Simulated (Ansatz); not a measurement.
Ansatz (a program for electronic structure) input (CCSD(T)/cc-pwCVTZ): A basis named .json is the Basis Set Exchange file of that set (core-valence sets with the plain set on hydrogen).

Ansatz 0.2 input:
```yaml
crystal:
  periodic: [false, false, false]
  atoms:
    - {symbol: P, position_ang: [0.00516854, -0.00153424, 0.11648047]}
    - {symbol: H, position_ang: [-0.05009241, 1.03292111, -0.85964720]}
    - {symbol: H, position_ang: [-0.02743573, -1.00990756, -0.88755990]}
basis:
  gaussian:
    orbitals: cc-pwCVTZ.json
magnetization: {spin_polarized: true, initial_magnetization: 1}
correlation: {method: ccsd_t, frozen_orbitals: {H: 0, P: 1}}
```

Output:

```
Functional definition: HF
integrals: 0.12 GiB planned
493 factors; integrals over basis functions are off by at most 9.3e-4 eV
mean field: 0.14 GiB planned
mean field evaluation 1: about -9302.7566 eV, gradient 6.6e0 eV
mean field evaluation 2: about -9302.7568 eV, gradient 6.6e0 eV
mean field evaluation 4: about -9303.2700 eV, gradient 7.1e-1 eV
mean field evaluation 8: about -9303.2781 eV, gradient 3.5e-3 eV
mean field evaluation 16: about -9303.2741 eV, gradient 2.7e-1 eV
mean field evaluation 32: about -9300.3260 eV, gradient 8.1e-4 eV
mean field -9303.27806307 eV, -341.8891628296 hartree, gradient 2.8e-6 eV, S^2 0.769629; 1 other end points of the search recorded, 0 dependent functions left out
determinant -9303.27806307 eV, -341.8891628296 hartree, with singles and doubles -9314.95103761 eV, -342.3181367316 hartree
determinant -9300.32599978 eV, -341.7806765045 hartree, with singles and doubles -9312.09809952 eV, -342.2132931905 hartree
1 core orbitals not correlated
reference -9303.27806307 eV, -341.8891628296 hartree; 8, 7 occupied and 78, 79 virtual orbitals, 493 factors
second order -10.88819949 eV of doubles, -0.00000000 eV of singles
coupled cluster: 0.37 GiB planned
cycle   1  -11.58105080 eV  change    -1.5e0 eV  update   1.8e-2
cycle   2  -11.60041439 eV  change   -1.9e-2 eV  update   3.8e-3
cycle   3  -11.60162434 eV  change   -1.2e-3 eV  update   1.4e-3
cycle   4  -11.60200916 eV  change   -3.8e-4 eV  update   4.1e-4
cycle   5  -11.60209279 eV  change   -8.4e-5 eV  update   1.4e-4
cycle   6  -11.60214941 eV  change   -5.7e-5 eV  update   3.9e-5
cycle   7  -11.60216276 eV  change   -1.3e-5 eV  update   1.2e-5
perturbative correction -0.22503398 eV, -0.0082698461 hartree
Total energy: -9315.10525981 eV, -342.3238042930 hartree
```
